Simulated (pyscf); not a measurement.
6 gas-phase steps of one pattern: four-centre exchange on the singlet surface, C–H + Cl–Ge or C–H + Cl–Si or C–H + Cl–Sn or C–H + F–Sn broken and C–Ge + Cl–H or C–Si + Cl–H or C–Sn + Cl–H or C–Sn + F–H formed. PySCF, gas phase, ωB97X-D3(BJ)/def2-SVP geometries. Correlated levels are frozen-core, on RHF or UHF. ΔMP2 is the change of the MP2 total energy from the triple- to the quadruple-zeta basis. Electronic energies in eV, from the separated reactants; ΔE‡ at CCSD(T)/def2-TZVPP + ΔMP2(QZVPP), beside the barrier at PBE/def2-TZVP on the same structures. Rows were drawn at random from the steps of this pattern with a verified saddle, stable references and no exit in the data more than 5 kcal/mol lower.

```json
[
 {"row": "1", "step": "CH₄ (SMILES C) + F–SnH₃ (SMILES [F][SnH3]) -> H₃C–SnH₃ (SMILES [CH3][SnH3]) + HF (SMILES F)", "ΔE‡(PBE)": "1.83", "ΔE‡": "?"},
 {"row": "2", "step": "CH₄ (SMILES C) + Cl–GeH₃ (SMILES [Cl][GeH3]) → H₃C–GeH₃ (SMILES [CH3][GeH3]) + HCl (SMILES Cl)", "ΔE‡(PBE)": "2.48", "ΔE‡": "2.75"},
 {"row": "3", "step": "CH₄ (SMILES C) + Cl–SiH₂–Cl (SMILES Cl[SiH2]Cl) -> H₃C–SiH₂–Cl (SMILES C[SiH2]Cl) + HCl (SMILES Cl)", "ΔE‡(PBE)": "2.36", "ΔE‡": "2.70"},
 {"row": "4", "step": "CH₄ (SMILES C) + H₃Si–Cl (SMILES [SiH3]Cl) → H₃C–SiH₃ (SMILES C[SiH3]) + HCl (SMILES Cl)", "ΔE‡(PBE)": "2.51", "ΔE‡": "2.84"},
 {"row": "5", "step": "CH₄ (SMILES C) + Cl–SnH₃ (SMILES [Cl][SnH3]) → H₃C–SnH₃ (SMILES [CH3][SnH3]) + HCl (SMILES Cl)", "ΔE‡(PBE)": "2.24", "ΔE‡": "2.47"},
 {"row": "6", "step": "CH₄ (SMILES C) + Cl–Si:–Cl (SMILES Cl[Si]Cl) [singlet] → H₃C–Si:–Cl (SMILES C[Si]Cl) [singlet] + HCl (SMILES Cl)", "ΔE‡(PBE)": "1.67", "ΔE‡": "1.99"}
]
```

Q: From a straight line through the complete rows, estimate the missing barrier and say how far the line can be trusted.

A: Over the 5 complete rows the means are +2.25 (ΔE‡(PBE)) and 2.55 (ΔE‡); least squares gives b = 0.99 and a = 0.32 eV, with residuals of 0.04 eV (root mean square; largest 0.07, row 5). For row 1: 0.32 + 0.99 × (+1.83) = 2.13 eV. The computed barrier is 2.05 eV, 0.08 under the line. The line follows the complete rows closely. Each barrier is that of the saddle found. The CCSD(T) − MP2 part came from Ansatz, without density fitting, on the same reference. The frozen core leaves the outer d or s,p core shells of the metals and heavy elements correlated in the MP2 and CC values, and def2-TZVPP describes them poorly, which can shift differences by a few kcal/mol. Elements up to Kr have no core potential and no relativistic terms here. Elements past Kr carry the def2 core potentials, without spin-orbit coupling.
